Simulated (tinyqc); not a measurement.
A ladder of methods, and size consistency: correlation methods against full CI in the sto-3g basis, for HF, spin multiplicity 1. Computed by the program tinyqc with PySCF. All electrons correlated; +Q is the Davidson correction (1 - c0^2) E_corr. The last columns treat two copies 100 angstrom apart as one system. FCI is the lowest singlet.

Geometry (angstrom):
```
atom       x       y       z
F     0.0000  0.0000  0.0000
H     0.0000  0.0000  1.1390
```

RHF energy of one = -98.541747 hartree

Correlation energies (hartree):
```
method   E_corr of one  share of FCI (%)  E_corr of two at 100 angstrom  two minus twice one (mhartree)
MP2           -0.02909            61.318                       -0.05819                           0.000
CISD          -0.04745           100.000                       -0.09141                           3.485
CISD+Q        -0.04933           103.962                       -0.09788                           0.774
CCSD          -0.04745           100.000                       -0.09490                           0.000
CCSD(T)       -0.04745           100.000                       -0.09490                           0.000
FCI           -0.04745           100.000                              -                               -
```

What does the comparison show, and why?

MP2 recovers 61 %, CISD 100.0 % and CCSD 100.0 % of the FCI value (c0^2 = 0.960 in CISD). MP2 and coupled cluster are size consistent, so their last column vanishes; CISD loses 3.49 mhartree, since a double excitation on each copy is a quadruple of the pair, and the Davidson correction leaves +0.77. With two electrons, or one virtual orbital, CISD and CCSD are exact for one copy, so +Q overshoots there.
